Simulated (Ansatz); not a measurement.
Correcting a cheap level on S-containing molecules

The vertical ionisation energy (cation less neutral) in eV of 7 S-containing molecules: x at r2SCAN-D4/def2-TZVPP, y at CCSD(T)/def2-TZVPP. Shapes, held fixed at every level: PBE0-D4/def2-TZVP. Flexible molecules stand in one conformer, not always the lowest. Programs: Ansatz 0.2.0.

| molecule | x (eV) | y (eV) |
| --- | --- | --- |
| C5H12S (ethyl propyl sulfide) | 8.16 | 8.36 |
| C3H6S3 (1,3,5-trithiane) | 8.26 | ? |
| C4H10S2 (diethyl disulfide) | 8.44 | 8.70 |
| C5H12S (3-methyl-2-butanethiol) | 8.77 | 8.96 |
| C5H12S (3-methyl-1-butanethiol) | 8.80 | 9.06 |
| C5H12S (2-methyl-1-butanethiol) | 8.80 | 9.04 |
| C5H12S (neopentyl mercaptan) | 8.83 | 9.04 |

Task: Fit y = c + s·x to the known rows and predict y for C3H6S3.

Result: 
1. Means of the 6 rows: x = 8.6333, y = 8.860.
2. Σ(Δx)² = 0.37433, Σ(Δx·Δy) = 0.38, so the slope is 0.38/0.37433 = 1.0151.
3. Intercept: 8.860 − (1.0151) × 8.6333 = 0.096. The largest residual of the fit is 0.039.
4. C3H6S3: 0.096 + 1.0151 × 8.26 = 8.48 eV.

CCSD(T)/def2-TZVPP gives 8.63 eV, so the prediction is off by -0.15 eV, more than the largest residual. Uncorrected, r2SCAN-D4/def2-TZVPP misses it by -0.37 eV, and the other rows by 0.23 on average. The line removes about 60 % of this miss. Left out in turn, the other rows are missed by 0.04 eV on average, so the withheld one doesn't follow the line. Cations run unrestricted.
